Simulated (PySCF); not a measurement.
## Calculated properties of `[C@H](CF)(C=O)F`

Species: C3H4F2O.
Structure used (PBE0-D3(BJ)/def2-SVP), in Å, numbered top down from 1:
```
atom  x, y, z in Å
O1     1.913    0.937    0.164
C2     0.948    0.877   -0.543
C3    -0.415    0.441   -0.031
F4    -1.328    0.547   -1.046
C5    -0.372   -0.966    0.513
F6     0.129   -1.823   -0.428
H7     0.964    1.142   -1.631
H8    -0.703    1.124    0.791
H9     0.279   -0.978    1.403
H10   -1.389   -1.288    0.790
```

Among its groups: aldehyde and C–F bond.

From PBE0-D3(BJ)/def2-SVP geometry optimisation, gas phase (PySCF):

```yaml
Point_group: C1
Rotational_constants_A_B_C: 4.381, 3.204, 2.211 GHz
```

**wB97X-D/def2-SVPD ground state, ΔSCF and vertical TDDFT (core frozen in the response) (PySCF)**

```yaml
Dipole_moment: 2.17 D
HOMO_energy: -10.09 eV
LUMO_energy: 0.36 eV
HOMO–LUMO_gap: 10.45 eV
Lowest_singlet_excitation: 4.28 eV (290 nm, f = 0.000)
Strongest_line_among_the_10_lowest_singlet_transitions: S10 at 9.64 eV (129 nm, f = 0.081)
Lowest_triplet_excitation_Tamm–Dancoff: 3.72 eV
Static_isotropic_polarisability: 41.4 au
Vertical_ionisation_energy: 10.71 eV
Electronic_spatial_extent_⟨r²⟩_about_the_centre_of_nuclear_charge: 544 bohr²
```

CAM-B3LYP/pcSseg-2 ground state and GIAO shieldings, non-relativistic (PySCF):

```yaml
13C_chemical_shifts_computed_TMS_as_zero_by_class: 218.2 (C2), 102.1 (C3), 88.0 (C5) ppm
1H_chemical_shifts_computed_TMS_as_zero_by_class: 10.13 (H7), 4.81 (H9), 4.67 (H10), 4.39 (H8) ppm
Isotropic_shieldings_of_nuclei_other_than_C_and_H_by_class: -375 (O1), 407 (F4), 436 (F6) ppm
```

B3LYP/pcJ-1 indirect spin-spin coupling, non-relativistic, gas phase; spin–dipole term left out for some pairs (PySCF):

```yaml
Largest_of_the_computed_one-bond_spin–spin_couplings_means_over_like_bonds: 19F–13C -245.4 (F4–C3), 19F–13C -244.2 (F6–C5), 13C–1H +189.4 (C2–H7), 13C–1H +160.3 (C5–H10), 13C–1H +156.6 (C5–H9), 13C–1H +153.9 (C3–H8), 13C–13C +47.2 (C2–C3), 13C–13C +43.2 (C3–C5) Hz
```

Monoisotopic mass from the formula: 94.0230 u.

In wavenumbers S1 is 34500 cm⁻¹ (1 eV = 8065.54 cm⁻¹). A dipole of 2.17 D is allowed in C1, and pure rotational transitions are dipole-allowed. The principal polarisabilities are 36.4, 42.4 and 45.3 au; their mean is the isotropic value. The polarisability is 6.13 Å³ as a volume (1 au = 0.148185 Å³), or 0.86 au for each of the 48 electrons. The ΔSCF ionisation energy exceeds −ε(HOMO) by 0.62 eV with wB97X-D. The largest Löwdin shares of the HOMO are 0.56 on O1, 0.17 on C2, 0.11 on C3 and 0.09 on H7. The vertical singlet–triplet gap S1 − T1 is 0.56 eV (TDDFT singlet less Tamm–Dancoff triplet; S1: HOMO→LUMO, weight 0.97; T1: HOMO→LUMO, weight 0.97). S1 lies 6.17 eV below the HOMO–LUMO gap; its leading configuration is HOMO→LUMO, weight 0.97.

One conformer stands for the species.
